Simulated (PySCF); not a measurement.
Gas-phase reaction: 2 BCl₃ + 3 N + 2 H₂ + BH₂ → 3 BCl₂NH₂

Method: PySCF energies plus ideal-gas RRHO corrections (1 bar). S°(298 K) at PBE0/def2-TZVP differs from the NASA 1993 table for BH₂ (+14 J/mol/K); whether the harmonic model or the table's entry is off was not settled. † marks an energy on the PBE0/def2-TZVP geometry and frequencies. CCSD(T) freezes the core. Open shells (unrestricted): N (multiplicity 4), BH₂ (multiplicity 2); the rest are closed-shell singlets. BCl₂NH₂: computed as isolated molecules; such fragments, hydroxides, amides, oligomers or adducts are transient or little studied in the gas. CCSD(T) isn't extrapolated to the basis-set limit; its ΔH°(298 K) is -1981.3 kJ in def2-SVP and -2061.9 kJ in def2-TZVPP. The harmonic model lacks anharmonicity and excited electronic states, which grow with temperature; levels with a mode under 35 cm⁻¹ are left out. Internal rotation in BCl₂NH₂ is treated as a harmonic vibration of one conformer, which makes the entropy rough.

```
level               ΔE electronic, kJ  ΔH°(298 K), kJ  ΔS°(298 K), J/K  ΔG°(2500 K), kJ
------------------  -----------------  --------------  ---------------  ---------------
BLYP/def2-TZVP†                 -2271           -2164             -612             -570
CCSD(T)/def2-SVP†               -2089           -1981             -612             -387
M06-2X/def2-TZVP†               -2274           -2167             -612             -573
ωB97M-V/def2-TZVP†              -2302           -2194             -612             -601
ωB97X-V/def2-TZVP†              -2296           -2189             -612             -595
```
ΔH° is lowest at ωB97M-V/def2-TZVP† and highest at CCSD(T)/def2-SVP†. No reference value is set beside these.
